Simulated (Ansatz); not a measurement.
# AlN (triplet): B2PLYP, RPA-PBE over vertical spin and charge gaps, cc-pVTZ

How well do these functionals follow the top wave-function level for AlN (triplet) over vertical spin and charge gaps?

Computed with Ansatz 0.2.0, Gaussian basis. Level: cc-pVTZ, all electrons in the functionals, frozen cores in the correlation of double hybrids and RPA.

To be run: B2PLYP, RPA-PBE, at charge 0, triplet; charge 0, singlet; charge 0, quintet; charge 1, doublet; charge 1, quartet.

16 further runs of the same task are left out: 4 that didn't finish, 12 set aside as unsound or not needed.

## (1) The geometry

The geometry is a PBE0/def2-TZVP stationary point (not a proven minimum).

2 atoms, charge 0, spin multiplicity 3.

Atoms are counted from 1 here; the program's logs count them from 0.

Bond lengths: Al1–N2 1.789 Å.

No dispersion term is added.

The geometry shown and the zero of energy belong to the point charge 0, triplet. The yardstick, UCCSDT(Q), and other wave-function levels (R restricted, U unrestricted, valence and pair active spaces) come from earlier runs.

## (2) B2PLYP, charge 0, triplet

in.yaml

```yaml
crystal:
  periodic: [false, false, false]
  atoms:
    - {symbol: Al, position_ang: [0.000000, 0.000000, 0.000000]}
    - {symbol: N, position_ang: [0.000000, 0.000000, 1.789283]}
basis:
  gaussian: {orbitals: cc-pVTZ}
magnetization: {spin_polarized: true, initial_magnetization: 2}
hamiltonian: {xc: {name: B2PLYP}}
correlation: {electrons: outside_noble_gas}
```

Launch:

```
> ansatz run in.yaml --threads 1 --pin off --events-out ev --progress --plain --max-ram 2393MiB
```

The log of the run:

```text
Functional definition: B2PLYP
  name "B2PLYP"
  cite "Grimme, J. Chem. Phys. 124, 034108 (2006) doi:10.1063/1.2148954"
  cite "Becke, Phys. Rev. A 38, 3098 (1988) doi:10.1103/PhysRevA.38.3098"
  cite "Lee, Yang & Parr, Phys. Rev. B 37, 785 (1988) doi:10.1103/PhysRevB.37.785"
  parameter a = 0.53
  parameter c = 0.27
  exchange = (1 - a)*b88_x + a*exact_x
  correlation = (1 - c)*lyp_c + c*(mp2_os + mp2_ss)
398 factors; integrals over basis functions are off by at most 1.2e-3 eV
mean field evaluation 1: about -8071.6733 eV, gradient 3.1e1 eV
mean field evaluation 2: about -8071.7046 eV, gradient 3.1e1 eV
mean field evaluation 4: about -8077.1094 eV, gradient 3.9e0 eV
mean field evaluation 8: about -8077.5263 eV, gradient 4.7e-1 eV
mean field evaluation 16: about -8077.5373 eV, gradient 8.0e-3 eV
mean field evaluation 32: about -8077.6265 eV, gradient 1.2e-1 eV
mean field evaluation 64: about -8077.5649 eV, gradient 3.0e-1 eV
mean field evaluation 96: about -8067.8453 eV, gradient 8.2e0 eV
mean field evaluation 128: about -8077.6329 eV, gradient 1.1e-1 eV
mean field -8077.63305185 eV, -296.8475394392 hartree, gradient 2.0e-6 eV, S^2 2.050610; 10 other end points of the search recorded, 0 dependent functions left out
6 core orbitals not correlated: weight in the atoms' cores, before any rotation towards them, 1.000 or more for the frozen orbitals, at most 0.000 for the correlated occupied ones
reference -8077.63316158 eV, -296.8475434718 hartree; 5, 3 occupied and 53, 55 virtual orbitals, 398 factors
second order -6.03283287 eV of doubles, -0.00000000 eV of singles
Total energy: -8079.26202646 eV, -296.9074031518 hartree
```

Wall time 8 s (1 thread of Arm Neoverse V2, shared host).

From the report: ⟨S²⟩ of the determinant 2.051 (pure triplet: 2.00).

## (3) B2PLYP, charge 0, singlet

Changes to in.yaml since step 2:

```diff
@@ -7,3 +7,3 @@
   gaussian: {orbitals: cc-pVTZ}
-magnetization: {spin_polarized: true, initial_magnetization: 2}
+magnetization: {spin_polarized: true, initial_magnetization: 0}
 hamiltonian: {xc: {name: B2PLYP}}
```

Same command.

The log of the run (excerpt; [...] marks lines left out):

```text
Functional definition: B2PLYP
  name "B2PLYP"
  cite "Grimme, J. Chem. Phys. 124, 034108 (2006) doi:10.1063/1.2148954"
  cite "Becke, Phys. Rev. A 38, 3098 (1988) doi:10.1103/PhysRevA.38.3098"
  cite "Lee, Yang & Parr, Phys. Rev. B 37, 785 (1988) doi:10.1103/PhysRevB.37.785"
[...]
398 factors; integrals over basis functions are off by at most 1.2e-3 eV
[...]
mean field -8077.14446758 eV, -296.8295842983 hartree, gradient 4.4e-6 eV, S^2 1.053767; 11 other end points of the search recorded, 0 dependent functions left out
6 core orbitals not correlated: weight in the atoms' cores, before any rotation towards them, 1.000 or more for the frozen orbitals, at most 0.000 for the correlated occupied ones
reference -8077.14457708 eV, -296.8295883224 hartree; 4, 4 occupied and 54, 54 virtual orbitals, 398 factors
second order -6.33496133 eV of doubles, -0.00000000 eV of singles
Total energy: -8078.85501664 eV, -296.8924458168 hartree
```

Wall time 13 s (1 thread of Arm Neoverse V2, shared host).

From the report: ⟨S²⟩ of the determinant 1.054 (pure singlet: 0.00). The determinant is far from a pure spin state, so its energy mixes those of several spin states (harmless only where they are near-degenerate, as at dissociation).

From charge 0, triplet: +9.4 kcal/mol.

## (4) B2PLYP, charge 0, quintet

Changes to in.yaml since step 3:

```diff
@@ -7,3 +7,3 @@
   gaussian: {orbitals: cc-pVTZ}
-magnetization: {spin_polarized: true, initial_magnetization: 0}
+magnetization: {spin_polarized: true, initial_magnetization: 4}
 hamiltonian: {xc: {name: B2PLYP}}
```

Same command.

The log of the run (excerpt; [...] marks lines left out):

```text
Functional definition: B2PLYP
  name "B2PLYP"
  cite "Grimme, J. Chem. Phys. 124, 034108 (2006) doi:10.1063/1.2148954"
  cite "Becke, Phys. Rev. A 38, 3098 (1988) doi:10.1103/PhysRevA.38.3098"
  cite "Lee, Yang & Parr, Phys. Rev. B 37, 785 (1988) doi:10.1103/PhysRevB.37.785"
[...]
398 factors; integrals over basis functions are off by at most 1.2e-3 eV
[...]
mean field -8075.23937164 eV, -296.7595733141 hartree, gradient 1.6e-6 eV, S^2 6.012799; 2 other end points of the search recorded, 0 dependent functions left out
6 core orbitals not correlated: weight in the atoms' cores, before any rotation towards them, 1.000 or more for the frozen orbitals, at most 0.000 for the correlated occupied ones
reference -8075.23948481 eV, -296.7595774727 hartree; 6, 2 occupied and 52, 56 virtual orbitals, 398 factors
second order -5.21984334 eV of doubles, -0.00000000 eV of singles
Total energy: -8076.64884251 eV, -296.8113704129 hartree
```

It took 1.7 s on 1 thread of Arm Neoverse V2, shared host.

From the report: ⟨S²⟩ of the determinant 6.013 (pure quintet: 6.00).

From charge 0, triplet: +60.3 kcal/mol.

## (5) B2PLYP, charge 1, doublet

Changes to in.yaml since step 4:

```diff
@@ -7,3 +7,4 @@
   gaussian: {orbitals: cc-pVTZ}
-magnetization: {spin_polarized: true, initial_magnetization: 4}
+total_charge: 1
+magnetization: {spin_polarized: true, initial_magnetization: 1}
 hamiltonian: {xc: {name: B2PLYP}}
```

The command is unchanged.

The log of the run (excerpt; [...] marks lines left out):

```text
Functional definition: B2PLYP
  name "B2PLYP"
  cite "Grimme, J. Chem. Phys. 124, 034108 (2006) doi:10.1063/1.2148954"
  cite "Becke, Phys. Rev. A 38, 3098 (1988) doi:10.1103/PhysRevA.38.3098"
  cite "Lee, Yang & Parr, Phys. Rev. B 37, 785 (1988) doi:10.1103/PhysRevB.37.785"
[...]
398 factors; integrals over basis functions are off by at most 1.2e-3 eV
[...]
mean field -8069.11716346 eV, -296.5345863130 hartree, gradient 8.3e-7 eV, S^2 1.764990; 8 other end points of the search recorded, 0 dependent functions left out
6 core orbitals not correlated: weight in the atoms' cores, before any rotation towards them, 1.000 or more for the frozen orbitals, at most 0.000 for the correlated occupied ones
reference -8069.11726880 eV, -296.5345901843 hartree; 4, 3 occupied and 54, 55 virtual orbitals, 398 factors
second order -5.02890435 eV of doubles, -0.00000000 eV of singles
Total energy: -8070.47507297 eV, -296.5844885673 hartree
```

Run time: 6.5 s. Hardware: 1 thread of Arm Neoverse V2, shared host.

From the report: ⟨S²⟩ of the determinant 1.765 (pure doublet: 0.75). The determinant is far from a pure spin state, so its energy mixes those of several spin states (harmless only where they are near-degenerate, as at dissociation).

From charge 0, triplet: +202.6 kcal/mol.

## (6) B2PLYP, charge 1, quartet

Changes to in.yaml since step 5:

```diff
@@ -8,3 +8,3 @@
 total_charge: 1
-magnetization: {spin_polarized: true, initial_magnetization: 1}
+magnetization: {spin_polarized: true, initial_magnetization: 3}
 hamiltonian: {xc: {name: B2PLYP}}
```

The command is unchanged.

The log of the run (excerpt; [...] marks lines left out):

```text
Functional definition: B2PLYP
  name "B2PLYP"
  cite "Grimme, J. Chem. Phys. 124, 034108 (2006) doi:10.1063/1.2148954"
  cite "Becke, Phys. Rev. A 38, 3098 (1988) doi:10.1103/PhysRevA.38.3098"
  cite "Lee, Yang & Parr, Phys. Rev. B 37, 785 (1988) doi:10.1103/PhysRevB.37.785"
[...]
398 factors; integrals over basis functions are off by at most 1.2e-3 eV
[...]
mean field -8069.49186636 eV, -296.5483563909 hartree, gradient 5.7e-6 eV, S^2 3.771095; 1 other end points of the search recorded, 0 dependent functions left out
6 core orbitals not correlated: weight in the atoms' cores, before any rotation towards them, 1.000 or more for the frozen orbitals, at most 0.000 for the correlated occupied ones
reference -8069.49196961 eV, -296.5483601851 hartree; 5, 2 occupied and 53, 56 virtual orbitals, 398 factors
second order -5.09183812 eV of doubles, -0.00000000 eV of singles
Total energy: -8070.86676590 eV, -296.5988830170 hartree
```

It took 1.4 s on 1 thread of Arm Neoverse V2, shared host.

From the report: ⟨S²⟩ of the determinant 3.771 (pure quartet: 3.75).

From charge 0, triplet: +193.6 kcal/mol.

## (7) RPA-PBE, charge 0, triplet

in.yaml

```yaml
crystal:
  periodic: [false, false, false]
  atoms:
    - {symbol: Al, position_ang: [0.000000, 0.000000, 0.000000]}
    - {symbol: N, position_ang: [0.000000, 0.000000, 1.789283]}
basis:
  gaussian: {orbitals: cc-pVTZ}
magnetization: {spin_polarized: true, initial_magnetization: 2}
hamiltonian: {xc: {name: PBE}}
correlation: {method: rpa, electrons: outside_noble_gas}
```

Launched as before.

The log of the run (excerpt; [...] marks lines left out):

```text
Functional definition: PBE
  name "PBE"
  cite "Perdew, Burke & Ernzerhof, Phys. Rev. Lett. 77, 3865 (1996) doi:10.1103/PhysRevLett.77.3865"
  parent pbe
[...]
398 factors; integrals over basis functions are off by at most 1.2e-3 eV
[...]
mean field -8078.26435262 eV, -296.8707393145 hartree, gradient 1.3e-6 eV, S^2 2.014128; 7 other end points of the search recorded, 0 dependent functions left out
6 core orbitals not correlated: weight in the atoms' cores, before any rotation towards them, 1.000 or more for the frozen orbitals, at most 0.000 for the correlated occupied ones
reference -8061.67354787 eV, -296.2610384857 hartree; 5, 3 occupied and 53, 55 virtual orbitals, 398 factors
Total energy: -8072.26441928 eV, -296.6502458313 hartree
```

It took 3.9 s on 1 thread of Arm Neoverse V2, shared host.

From the report: ⟨S²⟩ of the determinant 2.014 (pure triplet: 2.00).

## (8) RPA-PBE, charge 0, singlet

Changes to in.yaml since step 7:

```diff
@@ -7,3 +7,3 @@
   gaussian: {orbitals: cc-pVTZ}
-magnetization: {spin_polarized: true, initial_magnetization: 2}
+magnetization: {spin_polarized: true, initial_magnetization: 0}
 hamiltonian: {xc: {name: PBE}}
```

The command is unchanged.

The log of the run (excerpt; [...] marks lines left out):

```text
Functional definition: PBE
  name "PBE"
  cite "Perdew, Burke & Ernzerhof, Phys. Rev. Lett. 77, 3865 (1996) doi:10.1103/PhysRevLett.77.3865"
  parent pbe
[...]
398 factors; integrals over basis functions are off by at most 1.2e-3 eV
[...]
mean field -8078.00083904 eV, -296.8610553692 hartree, gradient 3.4e-6 eV, S^2 1.011899; 17 other end points of the search recorded, 0 dependent functions left out
6 core orbitals not correlated: weight in the atoms' cores, before any rotation towards them, 1.000 or more for the frozen orbitals, at most 0.000 for the correlated occupied ones
reference -8061.13149106 eV, -296.2411182653 hartree; 4, 4 occupied and 54, 54 virtual orbitals, 398 factors
Total energy: -8071.96405167 eV, -296.6392075251 hartree
```

Wall time 13 s (1 thread of Arm Neoverse V2, shared host).

From the report: ⟨S²⟩ of the determinant 1.012 (pure singlet: 0.00). The determinant is far from a pure spin state, so its energy mixes those of several spin states (harmless only where they are near-degenerate, as at dissociation).

From charge 0, triplet: +6.9 kcal/mol.

## (9) RPA-PBE, charge 0, quintet

Changes to in.yaml since step 8:

```diff
@@ -7,3 +7,3 @@
   gaussian: {orbitals: cc-pVTZ}
-magnetization: {spin_polarized: true, initial_magnetization: 0}
+magnetization: {spin_polarized: true, initial_magnetization: 4}
 hamiltonian: {xc: {name: PBE}}
```

The command is unchanged.

The log of the run (excerpt; [...] marks lines left out):

```text
Functional definition: PBE
  name "PBE"
  cite "Perdew, Burke & Ernzerhof, Phys. Rev. Lett. 77, 3865 (1996) doi:10.1103/PhysRevLett.77.3865"
  parent pbe
[...]
398 factors; integrals over basis functions are off by at most 1.2e-3 eV
[...]
mean field -8075.44263123 eV, -296.7670429660 hartree, gradient 5.7e-7 eV, S^2 6.004282; 3 other end points of the search recorded, 0 dependent functions left out
6 core orbitals not correlated: weight in the atoms' cores, before any rotation towards them, 1.000 or more for the frozen orbitals, at most 0.000 for the correlated occupied ones
reference -8060.69367845 eV, -296.2250289486 hartree; 6, 2 occupied and 52, 56 virtual orbitals, 398 factors
Total energy: -8069.61432780 eV, -296.5528567657 hartree
```

Run time: 2.1 s. Hardware: 1 thread of Arm Neoverse V2, shared host.

From the report: ⟨S²⟩ of the determinant 6.004 (pure quintet: 6.00).

From charge 0, triplet: +61.1 kcal/mol.

## (10) RPA-PBE, charge 1, doublet

Changes to in.yaml since step 9:

```diff
@@ -7,3 +7,4 @@
   gaussian: {orbitals: cc-pVTZ}
-magnetization: {spin_polarized: true, initial_magnetization: 4}
+total_charge: 1
+magnetization: {spin_polarized: true, initial_magnetization: 1}
 hamiltonian: {xc: {name: PBE}}
```

Launched as before.

The log of the run (excerpt; [...] marks lines left out):

```text
Functional definition: PBE
  name "PBE"
  cite "Perdew, Burke & Ernzerhof, Phys. Rev. Lett. 77, 3865 (1996) doi:10.1103/PhysRevLett.77.3865"
  parent pbe
[...]
398 factors; integrals over basis functions are off by at most 1.2e-3 eV
[...]
mean field -8069.18570240 eV, -296.5371050728 hartree, gradient 1.8e-6 eV, S^2 1.756500; 11 other end points of the search recorded, 0 dependent functions left out
6 core orbitals not correlated: weight in the atoms' cores, before any rotation towards them, 1.000 or more for the frozen orbitals, at most 0.000 for the correlated occupied ones
reference -8054.52182517 eV, -295.9982175239 hartree; 4, 3 occupied and 54, 55 virtual orbitals, 398 factors
Total energy: -8063.06722447 eV, -296.3122551559 hartree
```

Wall time 9.5 s (1 thread of Arm Neoverse V2, shared host).

From the report: ⟨S²⟩ of the determinant 1.756 (pure doublet: 0.75). The determinant is far from a pure spin state, so its energy mixes those of several spin states (harmless only where they are near-degenerate, as at dissociation).

From charge 0, triplet: +212.1 kcal/mol.

## (11) RPA-PBE, charge 1, quartet

Changes to in.yaml since step 10:

```diff
@@ -8,3 +8,3 @@
 total_charge: 1
-magnetization: {spin_polarized: true, initial_magnetization: 1}
+magnetization: {spin_polarized: true, initial_magnetization: 3}
 hamiltonian: {xc: {name: PBE}}
```

The command is unchanged.

The log of the run (excerpt; [...] marks lines left out):

```text
Functional definition: PBE
  name "PBE"
  cite "Perdew, Burke & Ernzerhof, Phys. Rev. Lett. 77, 3865 (1996) doi:10.1103/PhysRevLett.77.3865"
  parent pbe
[...]
398 factors; integrals over basis functions are off by at most 1.2e-3 eV
[...]
mean field -8069.51608663 eV, -296.5492464691 hartree, gradient 2.6e-6 eV, S^2 3.754938; 0 other end points of the search recorded, 0 dependent functions left out
6 core orbitals not correlated: weight in the atoms' cores, before any rotation towards them, 1.000 or more for the frozen orbitals, at most 0.000 for the correlated occupied ones
reference -8054.97078962 eV, -296.0147166633 hartree; 5, 2 occupied and 53, 56 virtual orbitals, 398 factors
Total energy: -8063.43373580 eV, -296.3257241991 hartree
```

It took 1.2 s on 1 thread of Arm Neoverse V2, shared host.

From the report: ⟨S²⟩ of the determinant 3.755 (pure quartet: 3.75).

From charge 0, triplet: +203.6 kcal/mol.

## (12) The comparison

The yardstick is UCCSDT(Q), where the cluster series has nearly closed. It comes from earlier runs at the same points. Energies in kcal/mol, counted from charge 0, triplet; blanks weren't run or aren't comparable.

```
    level  triplet to singlet  triplet to quintet  ionisation to the doublet cation  ionisation to the quartet cation
UCCSDT(Q)                                    62.1                                                               197.7
   B2PLYP                 9.4                60.3                             202.6                             193.6
  RPA-PBE                 6.9                61.1                             212.1                             203.6
```

Largest miss and mean time a point (UCCSDT(Q) took 59 s a point; shared hosts):

```
  level  largest miss (kcal/mol)                             where  time a point
 B2PLYP                     -4.1  ionisation to the quartet cation         6.1 s
RPA-PBE                     +6.0  ionisation to the quartet cation           6 s
```

## (13) Results

```
                                   quantity                                             value
              triplet to quintet, UCCSDT(Q)                                     62.1 kcal/mol
ionisation to the quartet cation, UCCSDT(Q)                                    197.7 kcal/mol
                       largest miss, B2PLYP  -4.1 kcal/mol (ionisation to the quartet cation)
                      largest miss, RPA-PBE  +6.0 kcal/mol (ionisation to the quartet cation)
```

**Reading.** Misses are known at 2 of 4 points at best, and only functionals with that many are ranked. Of the functionals, B2PLYP keep the smallest largest miss at the points compared (at most 4.1 kcal/mol) and RPA-PBE strays most (6.0 kcal/mol, at ionisation to the quartet cation). B2PLYP, RPA-PBE clearly break the spin symmetry at some points (⟨S²⟩ up to 1.05 above the pure value), so energy there is bought with a mixed spin. Functionals and the yardstick converge differently with the basis, so part of each miss in cc-pVTZ is the basis. The program flags that the yardstick's amplitudes may have other solutions at some points.
